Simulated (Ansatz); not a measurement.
Two shapes of singlet H₄O₂.

Shape 1:

```xyz
6

O    -1.4973   -0.1319    0.0131
H    -1.8792    0.6555   -0.0194
H    -0.5314    0.0418    0.0120
O     1.3951    0.2053   -0.0122
H     1.5683   -0.3698   -0.7470
H     1.5185   -0.3660    0.7501
```

Shape 2:

```xyz
6

O    -1.5726   -0.1696    0.0000
H    -2.0575    0.7491    0.0000
H    -0.5573    0.0949    0.0000
O     1.4834    0.1748    0.0000
H     1.6641   -0.4427   -0.8191
H     1.6641   -0.4427    0.8191
```

Basis set: 6-31G* (spherical functions). Left uncorrelated: 2 orbitals. Charge 0, multiplicity 1.

Computed with Ansatz (development build ahead of 0.2.0); each method stands on the lowest determinant of its kind that the runs found.

**Question.** Which shape is lower in energy, and by how much in each method?

**Answer.**

```tsv
method	E(2) − E(1) (eV)
RHF	0.591
RHF-MP2	0.134
```

Shape 1 is lower.
